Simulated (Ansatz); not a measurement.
# PO (Phosphorus monoxide) at UB3LYP/cc-pVTZ

What is the vertical doublet–quartet gap of PO (Phosphorus monoxide) at UB3LYP/cc-pVTZ? 

The results are computed with Ansatz 0.2.0.

35 further runs of the same task are left out: 35 set aside as unsound or not needed.

**1. Starting point**

The species is PO (2 atoms), meant as a doublet with charge 0. SMILES: `O=[P]`. The coordinates come from a PBE0-D4/def2-TZVP relaxation.

Bond lengths: O1–P2 1.474 Å.

**2. A single-point energy at UB3LYP/cc-pVTZ**

in.yaml reads:

```yaml
crystal:
  periodic: [false, false, false]
  atoms:
    - symbol: O
      position_ang: [0.000000, -0.000000, -0.009450]
    - symbol: P
      position_ang: [-0.000000, 0.000000, 1.464540]
basis:
  gaussian:
    orbitals: cc-pVTZ
total_charge: 0
magnetization:
  spin_polarized: true
  initial_magnetization: 1
accuracy: high
output: {orbitals: {seedname: orbitals}}
hamiltonian:
  xc: {name: B3LYP}
```

The run is started by

```bash
$ ansatz run in.yaml --threads 1 --pin off --max-ram 3480MiB --events-out events.jsonl --progress --plain --runs-dir runs
```

What it wrote:

```text
Warning: RAYON_NUM_THREADS=1 ignored (pool sized by the plan → 1); use --threads N
Functional definition: B3LYP
  name "B3LYP"
  parameter a0 = 0.2
  parameter ax = 0.72
  parameter ac = 0.81
  exchange = (1 - a0 - ax)*slater_x + ax*b88_x + a0*exact_x
  correlation = (1 - ac)*vwn_rpa_c + ac*lyp_c
886 factors; integrals over basis functions are off by at most 4.0e-9 eV
mean field evaluation 1: about -11329.7460 eV, gradient 4.3e1 eV
mean field evaluation 2: about -11271.8814 eV, gradient 1.1e2 eV
mean field evaluation 4: about -11336.1867 eV, gradient 2.9e0 eV
mean field evaluation 8: about -11336.3025 eV, gradient 3.6e-1 eV
mean field evaluation 16: about -11336.3030 eV, gradient 5.9e-5 eV
mean field -11336.30300053 eV, -416.6014512472 hartree, gradient 2.2e-8 eV, S^2 0.754344; 0 other end points of the search recorded, 0 dependent functions left out
reference -11336.30302486 eV, -416.6014521415 hartree; 12, 11 occupied and 52, 53 virtual orbitals, 886 factors
Total energy: -11336.30302486 eV, -416.6014521415 hartree
```

It took 2.9 s on 1 thread of Arm Neoverse V2, shared host; peak memory 0.15 GiB.

**3. The quartet at the same level**

molecule.yaml reads:

```yaml
crystal:
  periodic: [false, false, false]
  atoms:
    - {symbol: O, position_ang: [0.000000, -0.000000, -0.009450]}
    - {symbol: P, position_ang: [-0.000000, 0.000000, 1.464540]}
basis:
  gaussian: {orbitals: cc-pVTZ}
magnetization: {spin_polarized: true, initial_magnetization: 3}
hamiltonian: {xc: {name: B3LYP}}
accuracy: high
output: {orbitals: {seedname: orbitals}}
```

The run is started by

```bash
$ ansatz run molecule.yaml --threads 1 --pin off --max-ram 3480MiB --events-out events.jsonl --progress --plain --runs-dir runs
```

What it wrote (excerpt; [...] marks lines left out):

```text
Warning: RAYON_NUM_THREADS=1 ignored (pool sized by the plan → 1); use --threads N
[... 7 set-up lines as earlier in the session ...]
886 factors; integrals over basis functions are off by at most 4.0e-9 eV
mean field evaluation 1: about -11327.6083 eV, gradient 3.5e1 eV
mean field evaluation 2: about -11293.1675 eV, gradient 9.3e1 eV
mean field evaluation 4: about -11331.8689 eV, gradient 3.5e0 eV
mean field evaluation 8: about -11332.0113 eV, gradient 1.4e-1 eV
mean field evaluation 16: about -11332.0114 eV, gradient 1.2e-5 eV
mean field evaluation 32: about -11332.0114 eV, gradient 1.7e-8 eV
mean field -11332.01135930 eV, -416.4437363410 hartree, gradient 1.7e-8 eV, S^2 3.758534; 1 other end points of the search recorded, 0 dependent functions left out
reference -11332.01138345 eV, -416.4437372284 hartree; 13, 10 occupied and 51, 54 virtual orbitals, 886 factors
Total energy: -11332.01138345 eV, -416.4437372284 hartree
```

It took 3.6 s on 1 thread of Arm Neoverse V2, shared host; peak memory 0.16 GiB.

**4. Summary of results**

At UB3LYP/cc-pVTZ:

| quantity | value |
| --- | --- |
| doublet: total energy | -416.60145 Eh |
| doublet: HOMO energy (highest over α and β) | -5.45 eV |
| doublet: LUMO energy (lowest over α and β) | -3.46 eV |
| doublet: ⟨S²⟩ | 0.754 |
| quartet: total energy | -416.44374 Eh |
| quartet: HOMO energy (highest over α and β) | -5.98 eV |
| quartet: ⟨S²⟩ | 3.759 |
| vertical energy of the quartet above the doublet | 4.292 eV |

At this shape the quartet lies 4.29 eV (414 kJ/mol) above the doublet.
